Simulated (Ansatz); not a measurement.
Ansatz (an electronic-structure program) input (HF/3-21G): The .json file is the Basis Set Exchange's 3-21G.

Ansatz 0.2 input:
```yaml
crystal:
  periodic: [false, false, false]
  atoms:
    - {symbol: C, position_ang: [-1.17337816, -0.06776272, -0.00336815]}
    - {symbol: S, position_ang: [0.73167736, 0.04225445, 0.00210026]}
    - {symbol: H, position_ang: [-1.51639485, -0.72810223, -0.79452773]}
    - {symbol: H, position_ang: [-1.53722339, -0.45386682, 0.94435675]}
    - {symbol: H, position_ang: [-1.61295046, 0.91247421, -0.16322427]}
basis:
  gaussian:
    orbitals: 3-21G.json
hamiltonian:
  xc: {name: HF}
total_charge: -1
phonons: {temperatures: {t_min: 298.15, t_max: 298.15, t_step: 100}}
```

Which harmonic wavenumbers does it give?

683, 986, 986, 1448, 1673, 1673, 3154, 3205, 3205 cm⁻¹ (unscaled; negative means imaginary).
